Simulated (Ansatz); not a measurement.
Reaction (substitution at a C–C bond): `CCCCCCCC` + H₂S → `CCCCCS` + propane

Gas-phase electronic energies from Ansatz, PBE0-D4/def2-TZVP geometries. CBS: MP2 limit from def2 TZ/QZ plus the TZ coupled-cluster correction, frozen cores. This one scheme is used for every species. DFT in def2-TZVPP. B3LYP here is the variant with VWN-RPA as its local correlation; programs differ in this. Each species was taken in one conformer, which may not be the lowest.

```
             level  ΔE (kcal/mol)  difference from CCSD(T)/CBS
           PBE0-D4            1.0                         -1.0
          B3LYP-D4            0.7                         -1.3
        r2SCANh-D4            1.1                         -0.9
          BHLYP-D4            1.3                         -0.7
      CAM-B3LYP-D4            1.6                         -0.4
          PBE-QIDH            1.3                         -0.7
            revPBE           -0.9                         -2.9
              BLYP           -0.6                         -2.6
            r2SCAN            0.6                         -1.4
              PBE0            0.5                         -1.5
             BHLYP            1.1                         -0.9
         CAM-B3LYP            1.2                         -0.8
RPA@PBE/def2-TZVPP            2.6                          0.6
      MP2/def2-SVP            3.3                          1.3
  CCSD(T)/def2-SVP            3.8                          1.8
SCS-MP2/def2-TZVPP            1.6                         -0.4
       CCSD(T)/CBS            2.0                            0
```

Largest T1 diagnostic among the species: 0.009.

From BLYP to BHLYP (50 % exact exchange), in def2-TZVPP and without D4, ΔE moves by +1.6 kcal/mol. At CCSD(T), def2-SVP lies +1.8 kcal/mol from the extrapolated value and def2-TZVPP +0.4 kcal/mol.
